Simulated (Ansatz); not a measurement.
**H₂ (singlet): from Hartree-Fock to the top rungs, cc-pVDZ**

An exercise on one series of results from a longer session: the logs are not shown, and one member is left open.

Computed with Ansatz 0.2.0, Gaussian basis. Level: cc-pVDZ, core rule «outside noble gas», up to 0 orbitals frozen.

Plan: UHF; CCSD(T) on RHF; BCCD(T) on RHF; CASSCF and MRCISD+Q, 2 electrons in 2 orbitals; CASSCF and NEVPT2, 2 electrons in 2 orbitals; Full CI.

12 further runs of the same task are left out: 3 that didn't finish, 9 set aside as unsound or not needed.

## What is computed

The geometry is an MP2(full)/6-31G* stationary point (not a proven minimum).

2 atoms, charge 0, spin multiplicity 1.

Atoms are counted from 1 here; the program's logs count them from 0.

Bond lengths: H1–H2 0.737 Å.

The first run:

File in.yaml:

```yaml
crystal:
  periodic: [false, false, false]
  atoms:
    - {symbol: H, position_ang: [0.000000, 0.000000, 0.000000]}
    - {symbol: H, position_ang: [0.000000, 0.000000, 0.737166]}
basis:
  gaussian: {orbitals: cc-pVDZ}
magnetization: {spin_polarized: true, initial_magnetization: 0}
hamiltonian: {xc: hf}
output: {orbitals: {seedname: orbitals}}
```

The run is started by

```
> ansatz run in.yaml --threads 1 --pin off --events-out ev --progress --plain --max-ram 2393MiB
```

Steps of the session up to this table: UHF; CCSD(T) on RHF; BCCD(T) on RHF; CASSCF and MRCISD+Q, 2 electrons in 2 orbitals; CASSCF and NEVPT2, 2 electrons in 2 orbitals; Full CI.

One of the session's tables, all rows but one given; the rest of the session is left out.

It belongs to the step «Misses and costs». 

| method | from FCI (kcal/mol) |
| --- | --- |
| RHF | +21.73 |
| RMP2 | ? |
| RCCSD | 0.00 |
| RCCSD(T) | 0.00 |
| BCCD(T) | 0.00 |
| CASSCF valence | +10.37 |
| NEVPT2 valence | +3.65 |
| MRCISD valence | +0.05 |
| MRCISD+Q valence | -0.02 |
| FCI | 0 |

Estimate the missing values for RMP2.

The run gave: from FCI (kcal/mol): +5.19. In the column «from FCI (kcal/mol)» it lies between NEVPT2 valence (+3.65) and CASSCF valence (+10.37).

With the free atoms at the same levels and basis (separate runs), the atomisation energy is 4.483 eV at FCI, 4.483 eV at RCCSD(T), 3.540 eV at RHF.
